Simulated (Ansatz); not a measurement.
C4H8O can be A, `C=CCCO`, or B, `CCCC=O`.

Isolated molecules relaxed with PBE0-D4/def2-TZVP in Ansatz; ΔE leaves out vibrations. CCSD(T)/CBS adds triple-zeta CCSD(T) − MP2 to the extrapolated MP2 energy (def2 sets, frozen cores). Functionals use def2-TZVPP. B3LYP here is the variant with VWN-RPA as its local correlation; programs differ in this. Each species was taken in one conformer, which may not be the lowest.

A:

```xyz
13

C     1.4031   -0.7567    0.6733
C     0.2233   -1.1734    0.2294
C    -0.9643   -0.3167   -0.0854
C    -0.6730    1.1673   -0.1878
O     0.1721    1.4821   -1.2721
H     2.2014   -1.4589    0.8813
H     1.6195    0.2901    0.8642
H     0.0814   -2.2409    0.0745
H    -1.4057   -0.6554   -1.0297
H    -1.7336   -0.4847    0.6800
H    -0.2557    1.5378    0.7599
H    -1.6035    1.7121   -0.3611
H     0.9349    0.8975   -1.2266
```

B:

```xyz
13

C     0.177    1.223   -1.304
C     0.602    0.195   -0.271
C    -0.575   -0.396    0.477
C    -0.217   -1.416    1.513
O     0.900   -1.771    1.771
H     1.040    1.636   -1.830
H    -0.357    2.057   -0.839
H    -0.488    0.783   -2.053
H     1.163   -0.613   -0.748
H     1.291    0.644    0.450
H    -1.163    0.382    0.984
H    -1.290   -0.875   -0.209
H    -1.084   -1.849    2.060
```

Problem. Which isomer does CCSD(T)/CBS put lower? Give the gap. (An estimate is asked.)

Solution. The calculation gave: B, by 12.9 kcal/mol.

Problem. Give E(B) − E(A) in kcal/mol with MP2/def2-TZVPP, CCSD(T)/def2-TZVPP, B2PLYP, r2SCAN-D4, PBE-D4, B3LYP, HF/def2-TZVPP. (Best estimate.)

Solution. The calculation gave: MP2/def2-TZVPP -14.5, CCSD(T)/def2-TZVPP -14.0, B2PLYP -15.3, r2SCAN-D4 -15.3, PBE-D4 -15.3, B3LYP -15.4, HF/def2-TZVPP -16.6. None reverses the order clearly.

Largest T1 diagnostic: 0.012.

In def2-TZVPP, CCSD(T) changes the Hartree–Fock value by +2.6 kcal/mol (the triples alone add +0.2 kcal/mol) and MP2 by +2.0 kcal/mol. The D4 term adds +0.7 kcal/mol with B3LYP and +0.4 kcal/mol with PBE0; it sums over pairs of atoms, weighted by their polarisabilities, and B3LYP, whose exchange is more repulsive, gets the larger term.
